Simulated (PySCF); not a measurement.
# Aluminium: a sound run and one with changed settings

Sound run: Al [Ne] 3s2 3p1, Al⁺ [Ne] 3s2. Computed with PySCF 2.14 in cc-pV(T+d)Z (5s4p3d1f, 39 functions), with no relativity, point nucleus. The sound run starts from symmetry-adapted Hartree-Fock orbitals and uses a fine grid where one is needed.

A second run was set up differently.

| species | method | sound run (hartree) | changed run (hartree) | converged |
| --- | --- | --- | --- | --- |
| Al | UHF | -241.87908 | -241.87908 | yes |
| Al | B3LYP | -242.38953 | -242.40253 | yes |
| Al | TPSS | -242.38260 | -242.41142 | yes |
| Al⁺ | UHF | -241.67338 | -241.67338 | yes |
| Al⁺ | B3LYP | -242.16852 | -242.17042 | yes |
| Al⁺ | TPSS | -242.15681 | -242.17162 | yes |

Ionisation energy of Al:

```json
{"method": "UHF", "sound run (eV)": "5.598", "changed run (eV)": "5.598"}
{"method": "B3LYP", "sound run (eV)": "6.014", "changed run (eV)": "6.316"}
{"method": "TPSS", "sound run (eV)": "6.144", "changed run (eV)": "6.525"}
```

Problem. What was changed?
A. all electrons correlated in a valence basis
B. a valence shell is frozen
C. radial grid too coarse
D. basis contracted for another Hamiltonian

Solution. C. It used radial step 0.8 in ln r (0.13 in the sound run). A coarse radial grid mis-integrates the density and the exchange-correlation energy, with errors of either sign; Hartree-Fock needs no grid.
